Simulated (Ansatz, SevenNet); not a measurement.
Voigt–Reuss–Hill bulk modulus (GPa) of solids drawn from the class of elemental solids other than molecular ones, at two levels: the machine-learned potential SevenNet-0 (trained on PBE and PBE+U data), and r²SCAN (PAW; Ansatz, a program for electronic structure).

```tsv
solid	SevenNet-0	r²SCAN	shift (%)
hcp Sc	52.3	55.0	+5.2
hcp Os	398	428	+7.5
hcp Tc	297	320	+7.7
hcp Be	119	125	+5.0
hcp Cd	39.5	48.6	+23
hcp Ti	100	117	+17.0
hcp Re	361	388	+7.5
hcp Zn	57.6	79.6	+38
hcp Zr	90.3	95.1	+5.3
hcp Y	37.5	40.7	+8.5
```

The shifts run from +5.0 % to +38 %, with a median of +7.6 %.

Over all 10 rows r²SCAN is the larger in 10.

Ansatz's runs of these crystals have no spin polarisation. Meta-GGA and hybrid levels favour moments, which can bear on hcp Sc, hcp Ti, hcp Y.

Spin–orbit coupling is left out, also for the solids with elements from indium on (hcp Os, hcp Re); its size isn't shown.

Each level is taken at its own relaxed cell. Ansatz's density-functional and Hartree–Fock values are scalar-relativistic unless marked +SOC, with PAW data made under PBE.
